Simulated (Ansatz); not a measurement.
Species: CH4S, charge 1, doublet. CH4S+ (parent SMILES CS, doublet).
B3LYP-D3(BJ)/def2-TZVP minimum from Ansatz (a program for electronic structure):
```xyz
6

C     -0.0728     1.1292     0.0021
S     -0.0423    -0.6486    -0.0010
H      1.3046    -0.8249    -0.0045
H     -1.1127     1.4468     0.0051
H      0.4631     1.4888     0.8895
H      0.4590     1.4919    -0.8865
```
Charge +1, spin multiplicity 2.

Total energies in aug-cc-pV(D+d)Z, 13 correlated electrons, 6 frozen orbitals. Open shells are spin-unrestricted; no spin-orbit coupling. Cores are frozen in correlated methods. No relativity.

```csv
method,program,energy (Eh),minus CCSDT(Q) (mEh)
HF,Ansatz,-437.42928,317.99
MP2,Ansatz,-437.69650,50.76
CCSD,Ansatz,-437.73629,10.97
CCSD(T),Ansatz,-437.74573,1.53
CCSDT(Q),Ansatz,-437.74726,0.00
```

Rough core times of Ansatz's runs on a shared machine: CCSD(T) under 20 s, CCSDT(Q) 10 min.
